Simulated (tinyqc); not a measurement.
Worked calculation: G0W0 on RHF in the sto-3g basis, for OH-, spin multiplicity 1. The basis has no diffuse functions, so it cannot describe the extra electron: this is an exercise in the method, not the real anion. One step of it, computed by the program tinyqc.

Task: G0W0 on Hartree-Fock: HOMO. W(p,q,m) = sqrt2 sum_ia (pq|ia) (X+Y)_ia,m; Sigma_c(x) = sum_(i,m) W^2/(x - e_i + w_m) + sum_(a,m) W^2/(x - e_a - w_m); solve x = e_p + Sigma_c(x) by Newton steps; Z = 1/(1 - dSigma/dx); 1 hartree = 27.211386 eV.

orbital energies (hartree): MO1 -19.394583, MO2 -0.585974, MO3 0.072161, MO4 0.243438, MO5 0.243438, MO6 1.197110

Two-electron integrals over orbitals (pq|rs), unique and non-zero (hartree):
```
(11|11) 4.745654    (21|11) -0.429096   (21|21) 0.060968    (22|11) 1.012539
(22|21) -0.015504   (22|22) 0.724243    (31|11) 0.194377    (31|21) -0.026617
(31|22) 0.012072    (31|31) 0.021114    (32|11) -0.191537   (32|21) 0.008605
(32|22) -0.030166   (32|31) 0.010605    (32|32) 0.148031    (33|11) 0.813492
(33|21) -0.008568   (33|22) 0.633976    (33|31) -0.002426   (33|32) -0.021466
(33|33) 0.654471    (41|41) 0.026010    (42|41) 0.033051    (42|42) 0.148059
(43|41) -0.013883   (43|42) -0.052321   (43|43) 0.044698    (44|11) 1.115336
(44|21) -0.012473   (44|22) 0.750293    (44|31) 0.005625    (44|32) -0.102275
(44|33) 0.629274    (44|44) 0.880159    (51|51) 0.026010    (52|51) 0.033051
(52|52) 0.148059    (53|51) -0.013883   (53|52) -0.052321   (53|53) 0.044698
(54|54) 0.047444    (55|11) 1.115336    (55|21) -0.012473   (55|22) 0.750293
(55|31) 0.005625    (55|32) -0.102275   (55|33) 0.629274    (55|44) 0.785270
(55|55) 0.880159    (61|11) 0.155197    (61|21) -0.023857   (61|22) -0.001118
(61|31) -0.003357   (61|32) -0.023035   (61|33) 0.011926    (61|44) 0.004190
(61|55) 0.004190    (61|61) 0.029374    (62|11) -0.216398   (62|21) 0.004569
(62|22) -0.108017   (62|31) -0.017294   (62|32) -0.023516   (62|33) -0.008157
(62|44) -0.114980   (62|55) -0.114980   (62|61) 0.019275    (62|62) 0.108648
(63|11) -0.276369   (63|21) 0.004451    (63|22) -0.104039   (63|31) 0.003901
(63|32) 0.120423    (63|33) -0.052231   (63|44) -0.154148   (63|55) -0.154148
(63|61) -0.010403   (63|62) 0.039790    (63|63) 0.163850    (64|41) -0.010264
(64|42) -0.040943   (64|43) -0.008305   (64|64) 0.038437    (65|51) -0.010264
(65|52) -0.040943   (65|53) -0.008305   (65|65) 0.038437    (66|11) 0.943595
(66|21) -0.010829   (66|22) 0.681503    (66|31) 0.015048    (66|32) 0.029814
(66|33) 0.643403    (66|44) 0.665665    (66|55) 0.665665    (66|61) -0.010488
(66|62) -0.087064   (66|63) -0.042323   (66|66) 0.720913
```

excitation energies w (hartree): 1.027674  1.027674  1.406042  1.994880  20.650373

X + Y:
```
            1          2          3          4          5
1>6  0.000000   0.000000   0.002272  -0.003357   0.998577
2>6  0.000000   0.000000  -0.127707   0.939327   0.000325
3>6  0.000000   0.000000   0.888703   0.085160  -0.000110
4>6  0.239777   0.933005   0.000000   0.000000   0.000000
5>6  0.933005  -0.239777   0.000000   0.000000   0.000000
```

Give: The 12 largest terms at x = e_p; Newton steps; quasiparticle energy of the HOMO; Hartree-Fock value.

Result:

The 12 largest terms at x = e_p (hartree; W for the signs of X + Y given):
```
q  m        W       term
5  3  -0.1730     0.0213
5  4  -0.1713     0.0147
2  1  -0.0540     0.0016
6  1   0.0507    -0.0013
2  2   0.0139   1.04e-04
3  1  -0.0110   1.00e-04
6  2  -0.0130  -8.57e-05
1  1  -0.0135   8.88e-06
3  2   0.0028   6.62e-06
5  5   0.0059   1.68e-06
1  2   0.0035   5.86e-07
```

Newton steps (hartree):
```
step       x  Sigma_c(x)       Z
0     0.2434      0.0364  0.9764
1     0.2790      0.0356  0.9773
2     0.2790      0.0356  0.9773
```

quasiparticle energy of the HOMO = 7.5918 eV

Hartree-Fock value = 6.6243 eV
